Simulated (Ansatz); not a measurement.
# C3H4FN: the cost of one run

Method: UKS PBE0-D4/6-31G, in Ansatz 0.2.0.

### Step 1. Starting point

Bond lengths: N1–C2 1.242 Å, C2–C3 1.379 Å, C2–C4 1.386 Å, C3–C4 1.526 Å, C4–F5 1.381 Å, N1–H6 1.091 Å, C3–H7 1.099 Å, C3–H8 1.142 Å, C4–H9 1.097 Å. Angles (14 of 16 angles, heavy atoms first): N1–C2–C3 141.2°, N1–C2–C4 151.8°, C3–C2–C4 67.0°, C2–C3–C4 56.7°, C2–C4–C3 56.3°, C2–C4–F5 121.8°, C3–C4–F5 120.3°, C2–N1–H6 107.5°, C2–C3–H7 119.7°, C2–C3–H8 118.9°, C4–C3–H7 121.7°, C4–C3–H8 117.6°, C2–C4–H9 117.4°, C3–C4–H9 120.5°.

As a file:

```xyz
9

N    -0.6172    0.4575    1.6572
C    -0.1678    0.1210    0.5496
C     0.9853   -0.3459   -0.0451
C    -0.3110   -0.0968   -0.8115
F    -0.4003    0.9485   -1.7095
H    -1.6454    0.7901    1.5063
H     1.3383   -1.3632    0.1765
H     1.8495    0.3798   -0.2170
H    -0.9430   -0.9372   -1.1237
```

### Step 2. Preparing the start

The input, input.yaml:

```yaml
crystal:
  periodic: [false, false, false]
  atoms:
    - { symbol: "N", position_ang: [-0.6172, 0.4575, 1.6572] }
    - { symbol: C, position_ang: [-0.1678, 0.121, 0.5496] }
    - { symbol: C, position_ang: [0.9853, -0.3459, -0.0451] }
    - { symbol: C, position_ang: [-0.311, -0.0968, -0.8115] }
    - { symbol: F, position_ang: [-0.4003, 0.9485, -1.7095] }
    - { symbol: H, position_ang: [-1.6454, 0.7901, 1.5063] }
    - { symbol: H, position_ang: [1.3383, -1.3632, 0.1765] }
    - { symbol: H, position_ang: [1.8495, 0.3798, -0.217] }
    - { symbol: H, position_ang: [-0.943, -0.9372, -1.1237] }
magnetization:
  spin_polarized: true
basis:
  gaussian: { orbitals: "6-31G" }
hamiltonian:
  xc: pbe0
  dispersion: d4
relax:
  f_tol: 0.02
  max_steps: 40
```

Run with:

```sh
> ansatz run input.yaml --threads 2 --pin off --max-ram 3072MiB --backend cpu --events-out ev --progress --plain --runs-dir out
```

**Question.** How long does this run take on 2 threads of Arm Neoverse N1, shared host, and how much memory does it need?

About 39 s, with a peak of 0.15 GiB.
